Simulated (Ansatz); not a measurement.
Se (model structure, started from the lonsdaleite type, P6₃/mmc, No. 194, 4 atoms in the cell): properties by level of theory

```json
[
 {"level (code)": "PBE (Ansatz)", "lattice constant a (Å)": "4.340", "lattice parameter c (Å)": "10.271"},
 {"level (code)": "PBEsol (Ansatz)", "lattice constant a (Å)": "4.286", "lattice parameter c (Å)": "9.187"},
 {"level (code)": "PBE-D3(BJ) (Ansatz)", "lattice constant a (Å)": "4.312", "lattice parameter c (Å)": "8.713"}
]
```

Ansatz's density-functional and Hartree–Fock values are scalar-relativistic unless marked +SOC, with PAW data made under PBE.

The computed numbers hold no vibrational or temperature effects.

A model structure was made by putting elements into a prototype or built by hand; it is no filed structure, need not be a known phase, and can be a saddle point held by its symmetry.

Ansatz is a program for electronic structure.
